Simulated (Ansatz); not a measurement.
# Ytterbium, fcc: convergence with the plane-wave cutoff

Computed with Ansatz, PBE, scalar-relativistic PAW, on the relaxed cell (a = 5.230 Å; spin not included). Errors count from a run at 420 eV on a Γ-centred 17×17×17 mesh with Fermi-Dirac smearing of 0.1 eV, extrapolated to zero width. Fixed here: mesh 10×10×10, Fermi-Dirac width 0.1 eV. The pressure holds a Pulay correction and is unreliable far below the recommended cutoff. The SCF starts from atomic densities corrected by a trained network.

| cutoff (eV) | E(σ→0) error (meV/atom) | P (GPa) | SCF iterations |
| --- | --- | --- | --- |
| 150 | 45750.5 | -27.31 | 14 |
| 200 | 8123.5 | 2.53 | 11 |
| 300 | 63.1 | 0.22 | 7 |
| 350 | 3.0 | -0.02 | 8 |
| 420 | 0.0 | -0.01 | 8 |
| 500 | -1.5 | 0.00 | 9 |
| 600 | -1.6 | 0.00 | 9 |
| 800 | -1.6 | 0.00 | 9 |

Q: What does the run at 250 give (cutoff)?

A: E(σ→0) error (meV/atom): 1198.1; P (GPa): 1.61; SCF iterations: 9.

Within 5 meV/atom of the last row: from 350 eV on.
